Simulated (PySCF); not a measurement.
Compound: C3H6O2 (charge +1 and doublet state).
Z-matrix (Å and degrees, GFN2-xTB geometry), rows numbered from 1:
```
C 
O   1  1.4052
C   2  1.3122  1  118.93
C   3  1.5309  2  111.68  1   164.47
O   3  1.1938  2  128.58  1   -16.09
H   1  1.0975  2  111.31  3    34.49
H   1  1.0986  2  105.17  3   158.85
H   1  1.1028  2  112.12  3   -86.92
H   4  1.0887  3  110.45  2  -170.09
H   4  1.0964  3  104.22  2    71.69
H   4  1.0896  3  109.94  2   -46.73
```

The hyperfine couplings belong to this conformer and change with its torsions.

Identity: `O(C(=[O+])C)C` [radical] (charge +1).

Computed, not measured: UKS B3LYP, pcH-1 on C H O, non-relativistic, mean-field spin-orbit, GIAO in PySCF. Isolated species at its GFN2-xTB geometry (one conformer only). Couplings are sensitive to structure, and on GFN2-xTB geometries they can be far from those on DFT ones, by a factor of two or more for some ions and for spin on atoms past the first row. Stability of the SCF solution: not tested.

Principal values of hyperfine tensors in MHz (contact and dipolar terms together), for some of the nuclei:

```csv
atom,isotope,A1,A2,A3
O5,17O,-277.78,67.01,79.83
H11,1H,26.25,32.53,46.25
C3,13C,-47.34,-34.47,-16.47
C4,13C,6.30,7.46,61.32
H7,1H,17.12,19.08,25.54
H8,1H,11.27,12.74,19.62
H9,1H,-17.52,-9.53,6.68
H6,1H,-1.17,4.27,13.92
```

Q: Split each tensor into its isotropic and traceless parts, and turn a_iso into mT with g = 2.0071.

A: a_iso = (A1 + A2 + A3)/3, Ti = Ai − a_iso; 1 mT corresponds to 28.091 MHz.

| atom | a_iso (MHz) | a_iso (mT) | T1 | T2 | T3 |
| --- | --- | --- | --- | --- | --- |
| O5 | -43.65 | -1.554 | -234.13 | 110.66 | 123.48 |
| H11 | 35.01 | 1.246 | -8.76 | -2.48 | 11.24 |
| C3 | -32.76 | -1.166 | -14.58 | -1.71 | 16.29 |
| C4 | 25.03 | 0.891 | -18.72 | -17.57 | 36.29 |
| H7 | 20.58 | 0.733 | -3.46 | -1.50 | 4.96 |
| H8 | 14.54 | 0.518 | -3.27 | -1.80 | 5.08 |
| H9 | -6.79 | -0.242 | -10.73 | -2.74 | 13.47 |
| H6 | 5.67 | 0.202 | -6.85 | -1.40 | 8.25 |

Q: What spin density at the nucleus of H11 lies behind its contact coupling (g_N = 5.58569)?

A: a_FC = (2μ0/3) gₑ μB g_N μN ρ(0)/(2S·h) = 800.24 MHz × g_N × ρ(0)/(2S), with ρ in bohr⁻³. With a_FC = 35.01 MHz and 2S = 1, ρ(0) = 0.007832 bohr⁻³. In magnitude that is 2.5 % of the 1/π = 0.318 of a free hydrogen atom.

Q: H10 (1H, g_N = 5.58569) isn't in the table. Its spin density at the nucleus is 0.007562 bohr⁻³. What is its contact coupling?

A: By the same relation, a_FC = 33.8 MHz. Its full tensor has the principal values 24.91, 32.69, 43.80 MHz.

Q: Which nucleus of the table has the largest anisotropic coupling, and what is its form?

A: O5: -234.1, 110.7, 123.5 MHz, nearly axial, close to the ratio +1:+1:−2, the form that spin in one p orbital centred on that nucleus gives (the nuclear moment is negative).

Q: What first-order splitting does C3 cause when the field lies along A1, A2 or A3 of its tensor (g taken as isotropic, no quadrupole term)?

A: 2 lines (I = 1/2), spaced by |A_i|/(g × 13.996): 1.69, 1.23, 0.59 mT along the axes of A1, A2 and A3.
